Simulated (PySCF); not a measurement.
Species: CH4O.
Bonds: C1–O2. Hydrogens: H3, H4, H5 on C1; H6 on O2.

The same species was optimised twice, with GFN2-xTB and with PBE0-D3(BJ)/def2-SVP (PySCF), and the same property calculations (PySCF, gas phase) were run on both structures.

| coordinate | GFN2-xTB | PBE0-D3(BJ)/def2-SVP | change |
| --- | --- | --- | --- |
| C1–H3 (Å) | 1.095 | 1.108 | +0.013 |
| C1–H5 (Å) | 1.095 | 1.108 | +0.013 |
| C1–H4 (Å) | 1.088 | 1.100 | +0.012 |
| C1–O2 (Å) | 1.406 | 1.397 | -0.009 |
| O2–H6 (Å) | 0.963 | 0.961 | -0.002 |
| H3–C1–H4 (°) | 108.9 | 107.2 | -1.7 |
| H4–C1–H5 (°) | 108.9 | 107.2 | -1.7 |
| O2–C1–H5 (°) | 111.7 | 113.4 | +1.7 |
| O2–C1–H3 (°) | 111.7 | 113.3 | +1.6 |
| H3–C1–H5 (°) | 109.0 | 107.7 | -1.3 |
| O2–C1–H4 (°) | 106.5 | 107.7 | +1.2 |
| C1–O2–H6 (°) | 109.0 | 108.2 | -0.8 |

Rotational constants: A = 128018, B = 25225, C = 24323 MHz (GFN2-xTB) against A = 127509, B = 25255, C = 24358 MHz (PBE0-D3(BJ)/def2-SVP). Point groups within 0.08 Å: Cs and Cs. Atoms that the bonding makes alike are paired by their places after alignment.

On the GFN2-xTB structure: HOMO (eV) -7.71 [PBE0/pcSseg-1]; LUMO (eV) 1.49 [PBE0/pcSseg-1]; dipole (D) 1.75 [PBE0/pcSseg-1]; GIAO shielding of C1 (ppm) 132.5 [PBE0/pcSseg-1]; GIAO shielding of O2 (ppm) 331.8 [PBE0/pcSseg-1].

Problem. What do these properties become on the PBE0-D3(BJ)/def2-SVP structure?

Solution. 
```json
{"property": "HOMO (eV)", "level": "PBE0/pcSseg-1", "on GFN2-xTB": "-7.71", "on PBE0-D3(BJ)/def2-SVP": "-7.75", "change": "-0.04"}
{"property": "LUMO (eV)", "level": "PBE0/pcSseg-1", "on GFN2-xTB": "1.49", "on PBE0-D3(BJ)/def2-SVP": "1.48", "change": "-0.01"}
{"property": "dipole (D)", "level": "PBE0/pcSseg-1", "on GFN2-xTB": "1.75", "on PBE0-D3(BJ)/def2-SVP": "1.73", "change": "-0.02"}
{"property": "energy, GFN2-xTB geometry as zero (kcal/mol)", "level": "PBE0/pcSseg-1", "on GFN2-xTB": "0.0", "on PBE0-D3(BJ)/def2-SVP": "0.0", "change": "0.0"}
{"property": "GIAO shielding of C1 (ppm)", "level": "PBE0/pcSseg-1", "on GFN2-xTB": "132.5", "on PBE0-D3(BJ)/def2-SVP": "131.9", "change": "-0.6"}
{"property": "GIAO shielding of O2 (ppm)", "level": "PBE0/pcSseg-1", "on GFN2-xTB": "331.8", "on PBE0-D3(BJ)/def2-SVP": "331.6", "change": "-0.2"}
```

The heavy atoms differ by 0.005 Å rms after alignment. Among all bonds C1–H3, C1–H4 and C1–H5 change most and about equally (+0.012 to +0.013 Å). Changes are differences of the printed values. Neither structure is proved a minimum here.
